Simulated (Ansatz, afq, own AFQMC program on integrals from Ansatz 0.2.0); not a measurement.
# Atomization energy of BH, singlet

```
atom   x (Å)   y (Å)   z (Å)
   B  0.0000  0.0000  0.0000
   H  0.0000  0.0000  1.2410
```

Atoms in their ground-state spins without spin–orbit coupling (mostly on UHF) minus the molecule (RHF), without zero-point energy. The geometry is a stationary point, not shown to be a minimum.

Basis cc-pVTZ. Only valence electrons are correlated. Integrals, coupled cluster, full CI and functionals: Ansatz 0.2.0; the random walks run on the same integrals in our own AFQMC program. ph-AFQMC/CISD is guided by a CISD state made of CCSD amplitudes; releasing the constraint for a short imaginary time cuts its bias at the price of noise, slowly where states lie close. Uncertainties: one standard error, sampling alone. The errors of all members are added in quadrature.

Full CI on the same integrals is exact in this basis and with this determinant's frozen core.

The best estimate is CCSD(T) at the basis-set limit (CBS: def2-TZVPP and def2-QZVPP, with their diffuse functions for anions and beside diffuse sets, CCSD(T) itself extrapolated) plus the step from CCSD(T) to full CI in cc-pVTZ. Rows without CBS are in cc-pVTZ; B2PLYP and the wave-function rows carry a basis error of their own. Core correlation and relativity beyond core potentials are missing, and ± holds the sampling alone.

Cautions: BH (singlet): restricted determinant unstable towards unrestricted (UHF 176 meV lower, ⟨S²⟩ 0.48).

Question: Estimate: order these levels by their error in the atomization energy against the best estimate, smallest first.
A. wB97M-V
B. MP2
C. CCSD
D. HF/CBS

Answer: A (1.9 kJ/mol), C (8.5 kJ/mol), B (20.5 kJ/mol), D (97.0 kJ/mol).

Best estimate: 355.0 kJ/mol.

Best estimates are given only where the step beyond CCSD(T) is under 0.3 eV and no member's determinant is very poor (T1 over 0.05, or 0.07 for open shells, ⟨S²⟩ too high by 0.3, two states mixed), so the hardest cases are missing from such tables.

The functionals ran in a triple-zeta set and keep a basis error of their own, a few kJ/mol for each bond in atomization energies and more for double hybrids, so close places among them and the extrapolated levels can swap.

Each member of a difference takes its own highest rung, so a best estimate needn't equal the limit plus the step of one row. A walk keeps the symmetry of its determinant, which the program's search chose and which needn't be the lowest solution, so a lower state of the same spin and another symmetry isn't excluded.
